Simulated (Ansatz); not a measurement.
Relaxation of FH₆Si₂ (9 atoms, charge 0, multiplicity 2), to a largest force component of 0.03 eV/Å in at most 50 steps.

The calculation used UKS PBE/def2-SVP in Ansatz 0.2.0.

```xyz
9
Properties=species:S:1:pos:R:3:forces:R:3
H 0.417 0.179 1.030 0.34 -0.92 0.22
Si 0.092 -1.944 -0.642 0.00 -0.11 -0.11
F -0.622 -0.613 -1.318 0.00 -0.08 -0.01
Si -0.022 1.551 0.832 -0.26 1.07 -0.19
H -0.814 -3.135 -0.908 0.09 0.12 -0.01
H 1.448 -2.119 -1.302 -0.12 0.00 0.06
H -1.509 1.582 0.628 0.02 0.00 0.01
H 0.331 2.367 2.051 -0.01 -0.03 -0.05
H 0.679 2.131 -0.371 -0.06 -0.04 0.08
```

Problem. Where does it end, and by what steps?

Solution. The run converged. After 8 steps the energy has fallen by 0.052 eV; H1 moved furthest, 0.41 Å.

| step | energy less start (eV) | largest force component (eV/Å) | accepted |
| --- | --- | --- | --- |
| 0 | 0.0000 | 1.069 | yes |
| 1 | -0.0338 | 0.246 | yes |
| 2 | -0.0398 | 0.133 | yes |
| 3 | -0.0422 | 0.115 | yes |
| 4 | -0.0466 | 0.072 | yes |
| 5 | -0.0478 | 0.302 | yes |
| 6 | -0.0505 | 0.082 | yes |
| 7 | -0.0512 | 0.036 | yes |
| 8 | -0.0516 | 0.028 | yes |

```xyz
9
Properties=species:S:1:pos:R:3
H 0.560 0.335 1.379
Si 0.052 -2.123 -0.738
F -0.571 -0.662 -1.192
Si -0.013 1.643 0.899
H -0.870 -3.197 -1.271
H 1.432 -2.246 -1.340
H -1.498 1.513 0.725
H 0.273 2.699 1.935
H 0.635 2.037 -0.397
```

Whether the end is a true minimum wasn't checked by a vibrational analysis.

The run took 8.4 s on 2 threads of Intel(R) Xeon(R) 6975P-C (Granite Rapids), on a shared host, peak memory 0.18 GiB.
